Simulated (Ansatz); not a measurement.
Worked example: Ge–AsH2⁺, triplet against Ge–AsH₂, quartet

Geometry (PBE0/def2-TZVP stationary point of a quartet), kept for both states (Ge–AsH2, quartet: A''; Ge–AsH2⁺, triplet: A''):

```xyz
4

Ge    0.0238    0.0000    1.3085
As   -0.0491    0.0000   -1.2267
H     0.9651    1.0935   -1.5596
H     0.9651   -1.0935   -1.5596
```

Basis cc-pVDZ; Ansatz 0.2.0. Only valence electrons are correlated (noble-gas cores and the filled d shells of p-block atoms frozen). R marks a restricted (for open shells ROHF) determinant. No spin–orbit coupling is included, and no scalar relativity.

Full CI isn't at hand for all of this; RCCSDTQ serves as the reference, and is uncertain by about the last step of the cluster series.

```csv
level,"E(Ge–AsH2, quartet) (hartree)","E(Ge–AsH2⁺, triplet) (hartree)"
RCCSD(T),-4310.800560,-4310.546292
PBE,-4313.265583,-4313.009045
r2SCAN,-4313.897162,-4313.633303
RCCSDTQ,-4310.802008,-4310.547783
```

**Question.** Give the vertical gap, Ge–AsH2⁺ triplet less Ge–AsH2 quartet, at each level in eV (1 hartree = 27.2114 eV), and each error against RCCSDTQ.

**Answer.** RCCSDTQ: (-4310.547783 − (-4310.802008)) × 27.2114 = 6.918 eV (the reference)
r2SCAN: (-4313.633303 − (-4313.897162)) × 27.2114 = 7.180 eV, error 0.262 eV
PBE: (-4313.009045 − (-4313.265583)) × 27.2114 = 6.981 eV, error 0.063 eV
RCCSD(T): (-4310.546292 − (-4310.800560)) × 27.2114 = 6.919 eV, error 0.001 eV

Total energies of functionals can't be set beside those of wave-function methods, since they hold the core's correlation and their own absolute errors; only the differences compare.

In so small a basis the reference is far from its limit while semilocal and hybrid functionals are nearer theirs, so the functionals' errors here hold much of the reference's basis and frozen-core error, which can add to them or hide them.

Each level lands on the state that its own search finds. T1 diagnostics of restricted CCSD: 0.026 and 0.027.
